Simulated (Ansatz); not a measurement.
Process, species as SMILES: F (HF) → F atom + H atom
B3LYP-D3(BJ)/def2-TZVP geometries, fixed; electronic energies without zero-point terms.
Largest species:
```xyz
2

F      0.0000     0.0000    -0.0925
H      0.0000     0.0000     0.8321
```
Charge 0, spin multiplicity 1.

Effect of the final integration grid (spheres per factor e of radius in core and valence, angular degree) at PBE0/def2-TZVPP with Ansatz (an electronic-structure program), against the last row, where the atomisation energy is 136.04 kcal/mol. Open shells are unrestricted. The default's grid is 13, 11, 36.

```json
[
 {"setting": "accuracy: medium (default)", "largest shift of a total energy (mEh)": "0.000", "shift of the atomisation energy (kcal/mol)": "0.000"},
 {"setting": "final_grid: 4, 3, 11", "largest shift of a total energy (mEh)": "-0.176", "shift of the atomisation energy (kcal/mol)": "-0.220"},
 {"setting": "final_grid: 6, 5, 17", "largest shift of a total energy (mEh)": "0.007", "shift of the atomisation energy (kcal/mol)": "-0.001"},
 {"setting": "final_grid: 8, 7, 23", "largest shift of a total energy (mEh)": "-0.001", "shift of the atomisation energy (kcal/mol)": "0.000"},
 {"setting": "final_grid: 10, 9, 29", "largest shift of a total energy (mEh)": "0.000", "shift of the atomisation energy (kcal/mol)": "0.000"},
 {"setting": "final_grid: 18, 15, 47", "largest shift of a total energy (mEh)": "0.000", "shift of the atomisation energy (kcal/mol)": "0.000"},
 {"setting": "final_grid: 26, 22, 59", "largest shift of a total energy (mEh)": "0.000", "shift of the atomisation energy (kcal/mol)": "0.000"}
]
```

Within 0.1 kcal/mol in the atomisation energy: accuracy: medium (default); final_grid: 6, 5, 17; final_grid: 8, 7, 23; final_grid: 10, 9, 29; final_grid: 18, 15, 47. The largest shift is 0.176 mEh in a total energy and 0.220 kcal/mol in the difference.
